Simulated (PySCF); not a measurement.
# BeBH5, a complex of two parts as drawn: interaction energy

An exercise on one series of results from a longer session: the logs are not shown, and one member is left open.

Programs: PySCF 2.14.0. All values are calculated, for the isolated system unless a continuum is named. Atoms count from 0, parts from 1.

## Starting point

7 atoms, charge 0, multiplicity 1; geometry: GFN2-xTB. Parts: 1 = atoms 0–3, `B`, charge 0; 2 = atoms 4–6, `[BeH2]`, charge 0.

The first run:

Job settings and geometry (Å):

```
{"job": {"xc": "PBE0", "basis": "def2-TZVPD", "d3": "d3bj", "grid": 3, "kind": "geom", "shake": 0.01}, "charge": 0, "multiplicity": 1, "parts": [{"atoms": "0-3", "charge": 0, "multiplicity": 1}, {"atoms": "4-6", "charge": 0, "multiplicity": 1}]}
B     -0.121700    -0.390849     0.426245
H      1.004186    -0.283975     0.206708
H     -0.717570     0.635733     0.666638
H     -0.711152    -0.978142    -0.577693
Be    -1.057420    -2.040525     0.347331
H     -0.370957    -1.255167     1.357692
H     -1.666679    -3.161959     0.316109
```

Run with:

```bash
> OMP_NUM_THREADS=1 python cluster_run.py task.json out
```

One launch serves the whole session: the jobs run in the order shown.

Among the steps run: Relaxing the molecule at PBE0-D3(BJ)/def2-TZVPD; Coupled-cluster interaction energy: CCSD(T) and MP2, 1.28 Å; Coupled-cluster interaction energy: CCSD(T) and MP2, 1.34 Å; Coupled-cluster interaction energy: CCSD(T) and MP2, 1.41 Å; Coupled-cluster interaction energy: CCSD(T) and MP2, 1.21 Å; Coupled-cluster interaction energy: CCSD(T) and MP2, 1.60 Å; Coupled-cluster interaction energy: CCSD(T) and MP2, 1.15 Å; Coupled-cluster interaction energy: CCSD(T) and MP2, 1.92 Å; Coupled-cluster interaction energy: CCSD(T) and MP2, 2.56 Å.

One table of the session follows, with a row left open; its other results are not shown here.

It belongs to the step «Coupled-cluster interaction energy: CCSD(T) and MP2, 2.56 Å». 

| method | interaction energy (kcal/mol) |
| --- | --- |
| HF/aug-cc-pVDZ | -8.18 |
| MP2/aug-cc-pVDZ | -11.21 |
| CCSD/aug-cc-pVDZ | -10.86 |
| CCSD(T)/aug-cc-pVDZ | -11.46 |
| HF/aug-cc-pVQZ | -8.39 |
| MP2/aug-cc-pVQZ | -11.86 |
| SCS-MP2/aug-cc-pVQZ | -10.97 |
| MP2, extrapolated | ? |
| CCSD(T), limit estimate | -12.18 |

**Question.** Estimate the row for MP2, extrapolated.

As computed: interaction energy (kcal/mol): -11.92. In the column «interaction energy (kcal/mol)» it lies between CCSD(T), limit estimate (-12.18) and MP2/aug-cc-pVQZ (-11.86).
